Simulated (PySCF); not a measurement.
## Choosing a basis for TDDFT

Compound: cyclopentadienone, C5H4O.
InChI=1S/C5H4O/c6-5-3-1-2-4-5/h1-4H

TDDFT with PBE0 (PySCF), vertical singlets, core orbitals frozen in the response, spherical d and f functions. Geometry: PBE0-D3(BJ)/def2-SVP; no solvent, vibrations or thermal averaging.

**Question.** Compare 6-31G*, def2-SVP, 6-31+G*, def2-SVPD, aug-cc-pVDZ, def2-TZVP and def2-TZVPD for this molecule.

**Answer.** 

| basis | functions | diffuse | S1 (eV) | S2 (eV) | S3 (eV) | S4 (eV) | S5 (eV) | LUMO (eV) | α (au) |
| --- | --- | --- | --- | --- | --- | --- | --- | --- | --- |
| 6-31G* | 92 | no | 2.76 | 3.08 | 6.18 | 6.55 | 7.28 | -2.59 | 46.2 |
| def2-SVP | 104 | no | 2.73 | 3.09 | 6.16 | 6.48 | 7.26 | -2.83 | 48.4 |
| 6-31+G* | 116 | yes | 2.79 | 3.01 | 6.07 | 6.46 | 6.47 | -2.93 | 55.4 |
| def2-SVPD | 155 | yes | 2.78 | 3.01 | 6.06 | 6.42 | 6.99 | -3.01 | 57.2 |
| aug-cc-pVDZ | 174 | yes | 2.75 | 3.00 | 6.03 | 6.13 | 6.40 | -2.94 | 58.7 |
| def2-TZVP | 210 | no | 2.76 | 3.02 | 6.06 | 6.40 | 7.22 | -2.91 | 55.1 |
| def2-TZVPD | 261 | yes | 2.76 | 3.00 | 6.03 | 6.38 | 6.44 | -2.95 | 58.6 |

States are compared by their number. Against the largest diffuse basis here (def2-TZVPD, itself not a converged limit), sets without diffuse functions differ by up to 0.03 eV in S1 and 0.84 eV in S5; the smaller diffuse sets differ by up to 0.03 and 0.55 eV. State by state, the largest deviation of a set without diffuse functions is S1 0.03, S2 0.10, S3 0.15, S4 0.17, S5 0.84 eV. The same number needn't mean the same state in each row. Against def2-TZVPD the polarisability deviates by -21% in 6-31G*, -17% in def2-SVP, -5% in 6-31+G*, -2% in def2-SVPD, 0% in aug-cc-pVDZ, -6% in def2-TZVP. A single + in a Pople set puts diffuse functions on heavy atoms only.
